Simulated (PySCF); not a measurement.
Molecule: SMILES [Na][Cl], singlet. Atoms near the plane z = 0.6 Å, at the B3LYP/def2-SVP optimised geometry (x, y, z in Å): Na1 (-1.2, 0.0, 0.0), Cl2 (1.2, 0.0, 0.0).

Level of theory: B3LYP/def2-TZVP run with PySCF. The values are rescaled to run from 0 to 1.

```
|                         |
|                         |
|                         |
|                         |
|                         |
|           ..::::..      |
|          .:-====--:.    |
|           -++****+=:.   |
|           :+##%%%#*=:.  |
|           .*%%@@@%%*=:  |
|      .==:  *%@@@@@%#+:. |
|     .=##*. *@@@%@@@%*-. |
|     .+%%#. *@@%*%@@%*-. |
|     .=##*. *@@@%@@@%*-. |
|      .==:  *%@@@@@%#+:. |
|           .*%%@@@%%*=:  |
|           :+##%%%#*=:.  |
|           -++****+=:.   |
|          .:-====--:.    |
|           ..::::..      |
|                         |
|                         |
|                         |
|                         |
|                         |
```
Scale: ten equal steps from 0.000 (start of ' ') to 1.00 (end of '@'), in the order ' .:-=+*#%@'; x runs from -3.50 to 3.50, y from -3.50 (bottom) to 3.50 (top).

### Question
Which quantity is mapped?
(A) Laplacian of the electron density
(B) electron localisation function
(C) an orbital amplitude
(D) electrostatic potential

### Answer
B, electron localisation function
